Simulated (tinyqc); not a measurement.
Worked calculation: extended Hueckel theory, for BH. One step of it, computed by the program tinyqc.

Task: Mulliken analysis. P = C n C^T; charge = valence electrons (H 1, B 3) minus the sum of (P S)_ii on the atom; overlap population = 2 sum P_ij S_ij between two atoms.

coefficients:
```
,MO1,MO2,MO3,MO4,MO5
1B 2s,0.671997,0.623566,0.000000,0.000000,-0.601438
1B 2px,0.000000,0.000000,0.920294,-0.391229,0.000000
1B 2py,0.000000,0.000000,0.391229,0.920294,0.000000
1B 2pz,0.049175,-0.596307,0.000000,0.000000,-0.964034
2H 1s,0.517257,-0.474375,0.000000,0.000000,0.998458
```

occupations: 2.000000  2.000000  0.000000  0.000000  0.000000

overlap S, lower triangle:
```
,1B 2s,1B 2px,1B 2py,1B 2pz,2H 1s
1B 2s,1.000000
1B 2px,0.000000,1.000000
1B 2py,0.000000,0.000000,1.000000
1B 2pz,0.000000,0.000000,0.000000,1.000000
2H 1s,0.368390,0.000000,0.000000,0.439232,1.000000
```

Give: charges; Overlap populations.

Result:

charges: 1B 0.2942, 2H -0.2942

Overlap populations:
```
pair,value
2-1,0.617995
```
